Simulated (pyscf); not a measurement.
H₂Si=PH + SiH₄ → H₃Si–SiH₂–PH₂, an addition across a multiple bond or ene-type step (singlet surface; H–Si broken, H–P, Si–Si formed). PySCF, gas phase, ωB97X-D3(BJ)/def2-SVP geometries. Correlated levels are frozen-core, on RHF or UHF. ΔMP2 is the change of the MP2 total energy from the triple- to the quadruple-zeta basis. Energies in kcal/mol from the separated reactants.

GFN2-xTB: tblite. 

Problem. Quick GFN2-xTB single points give ΔE‡ = 44.0 kcal/mol and ΔE = -15.1 kcal/mol. What does CCSD(T)/def2-TZVPP + ΔMP2(QZVPP) give, and how far is the quick result from it?

Solution. CCSD(T)/def2-TZVPP + ΔMP2(QZVPP) gives ΔE‡ = 37.5 kcal/mol and ΔE = -33.8 kcal/mol. GFN2-xTB lies 6.6 kcal/mol over it in the barrier and 18.7 kcal/mol over it in the reaction energy, so on this step it does not hold to within 3.0 kcal/mol. CCSD(T)/def2-TZVPP + ΔMP2(QZVPP) has limits of its own. The same reactants have a lower exit, to H₃Si–PH–SiH₃ (barrier +13.2 kcal/mol at ωB97M-D3(BJ)/def2-TZVP, against +36.4 kcal/mol here). H₃Si–SiH₂–PH₂ lies 5.7 kcal/mol over its isomer H₃Si–PH–SiH₃ (electronic energy, ωB97M-D3(BJ)/def2-TZVP). This is the saddle that the search found; another between the same sides may lie lower. The CCSD(T) − MP2 part came from Ansatz, without density fitting, on the same reference.
